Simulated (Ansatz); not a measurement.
Geometry optimisation, UKS r2SCAN/def2-SVP in Ansatz 0.2.0.

input.yaml

```yaml
crystal:
  periodic: [false, false, false]
  atoms:
    - { symbol: O, position_ang: [-1.24502, -0.91794, -0.62652] }
    - { symbol: C, position_ang: [-0.58319, 0.07815, -0.33656] }
    - { symbol: C, position_ang: [0.79509, -0.08099, 0.39632] }
    - { symbol: "N", position_ang: [-0.07197, 0.30944, 1.16391] }
    - { symbol: H, position_ang: [-0.68443, 1.04258, -0.84028] }
    - { symbol: H, position_ang: [0.18875, 0.45867, 2.15958] }
magnetization:
  spin_polarized: true
  initial_magnetization: 1
basis:
  gaussian: { orbitals: def2-SVP }
hamiltonian:
  xc: r2scan
relax:
  f_tol: 0.02
  max_steps: 50
output:
  orbitals: {}
```

Command:

```bash
$ ansatz run input.yaml --threads 2 --pin off --max-ram 3072MiB --backend cpu --events-out ev --progress --plain --runs-dir out
```

Where does it end, and by what steps?

The forces met the threshold. After 15 steps the energy has fallen by 2.380 eV; C3 moved furthest, 1.00 Å. Parted: C2–N4.

| step | energy less start (eV) | largest force component (eV/Å) | accepted |
| --- | --- | --- | --- |
| 0 | 0.0000 | 3.968 | yes |
| 1 | -0.2460 | 2.393 | yes |
| 2 | -0.4724 | 2.324 | yes |
| 3 | -1.1697 | 2.506 | yes |
| 4 | -1.5751 | 2.765 | yes |
| 5 | -1.9943 | 1.131 | yes |
| 6 | -2.2184 | 1.012 | yes |
| 7 | -2.2581 | 2.584 | yes |
| 8 | -2.1754 | 4.708 | no |
| 9 | -2.3566 | 0.996 | yes |
| 10 | -2.3771 | 0.128 | yes |
| 11 | -2.3757 | 0.326 | no |
| 12 | -2.3796 | 0.052 | yes |
| 13 | -2.3798 | 0.063 | yes |
| 14 | -2.3799 | 0.031 | yes |
| 15 | -2.3800 | 0.019 | yes |

```xyz
6
Properties=species:S:1:pos:R:3
O -1.102 -1.068 -1.011
C -0.659 0.024 -0.629
C -0.125 0.218 0.660
N -0.010 0.440 1.849
H -0.597 0.927 -1.285
H 0.892 0.349 2.332
```

Run time: 39 s on 2 threads of Arm Neoverse V1, with other jobs on the host, peak memory 0.18 GiB.
